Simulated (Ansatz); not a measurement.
Cost and result for the atomization energy of C₂H₃NS, SMILES `NC1=CS1` (7 atoms, 7 bonds).

Charge 0, multiplicity 1. Geometry: relaxed with PBE0-D4/def2-TZVP. It is one conformer, not always the lowest. Program: Ansatz. All runs use 2 threads of an Arm Neoverse V1 on a shared host. Times are those of one run each, without the atoms' runs, and a repeat can differ threefold. Electronic energies, without spin–orbit coupling; frozen cores. CCSD(T)/CBS adds CCSD(T) − MP2 in def2-TZVPP to the MP2 limit, and its time is that of the two runs behind it. T1 = 0.013. B3LYP takes the VWN-RPA correlation (the form of Gaussian; ORCA's B3LYP/G).

CCSD(T)/CBS is a level of theory with its own doubt, some kJ/mol a heavy atom from the limit and from the frozen cores, so smaller differences don't rank the functionals.

```json
{"level": "CCSD(T)/def2-SVP", "functions": "75", "wall time": "1.7 s", "atomization (kJ/mol)": "2406.5", "difference from CCSD(T)/CBS": "-191.7", "per bond": "-27.4"}
{"level": "revPBE-D4/def2-TZVPP", "functions": "177", "wall time": "1.8 s", "atomization (kJ/mol)": "2660.3", "difference from CCSD(T)/CBS": "62.1", "per bond": "8.9"}
{"level": "BLYP-D4/def2-TZVPP", "functions": "177", "wall time": "1.9 s", "atomization (kJ/mol)": "2643.4", "difference from CCSD(T)/CBS": "45.2", "per bond": "6.4"}
{"level": "PBE-D4/def2-TZVPP (with forces)", "functions": "177", "wall time": "2.1 s", "atomization (kJ/mol)": "2747.5", "difference from CCSD(T)/CBS": "149.3", "per bond": "21.3"}
{"level": "BHLYP-D4/def2-TZVPP", "functions": "177", "wall time": "2.4 s", "atomization (kJ/mol)": "2481.6", "difference from CCSD(T)/CBS": "-116.6", "per bond": "-16.7"}
{"level": "PBE0-D4/def2-TZVPP", "functions": "177", "wall time": "2.4 s", "atomization (kJ/mol)": "2652.8", "difference from CCSD(T)/CBS": "54.6", "per bond": "7.8"}
{"level": "CAM-B3LYP-D4/def2-TZVPP", "functions": "177", "wall time": "2.7 s", "atomization (kJ/mol)": "2613.8", "difference from CCSD(T)/CBS": "15.6", "per bond": "2.2"}
{"level": "B3LYP-D4/def2-TZVPP (with forces)", "functions": "177", "wall time": "3.2 s", "atomization (kJ/mol)": "2616.6", "difference from CCSD(T)/CBS": "18.4", "per bond": "2.6"}
{"level": "B2PLYP/def2-TZVPP", "functions": "177", "wall time": "4.3 s", "atomization (kJ/mol)": "2580.9", "difference from CCSD(T)/CBS": "-17.3", "per bond": "-2.5"}
{"level": "r2SCAN-D4/def2-TZVPP (with forces)", "functions": "177", "wall time": "4.5 s", "atomization (kJ/mol)": "2620.7", "difference from CCSD(T)/CBS": "22.5", "per bond": "3.2"}
{"level": "MP2/def2-QZVPP", "functions": "331", "wall time": "14 s", "atomization (kJ/mol)": "2643.1", "difference from CCSD(T)/CBS": "44.9", "per bond": "6.4"}
{"level": "CCSD(T)/def2-TZVPP", "functions": "177", "wall time": "37 s", "atomization (kJ/mol)": "2501.4", "difference from CCSD(T)/CBS": "-96.8", "per bond": "-13.8"}
{"level": "CCSD(T)/CBS(def2)", "functions": "–", "wall time": "51 s", "atomization (kJ/mol)": "2598.2", "difference from CCSD(T)/CBS": "0.0", "per bond": "0.0"}
```

At CCSD(T), def2-SVP lies −191.7 kJ/mol from the extrapolated value and def2-TZVPP −96.9 kJ/mol: correlation converges slowly with the basis, and small sets miss more of it in the bonded molecule than in its fragments. The D4 term adds +21.8 kJ/mol with B3LYP and +11.1 kJ/mol with PBE0; it sums over pairs of atoms, weighted by their polarisabilities, and B3LYP, whose exchange is more repulsive, gets the larger term. From PBE to PBE0 (25 % exact exchange), in def2-TZVPP and without D4, the atomization energy moves by −92.5 kJ/mol: exact exchange takes away binding that semilocal exchange gives to molecules.
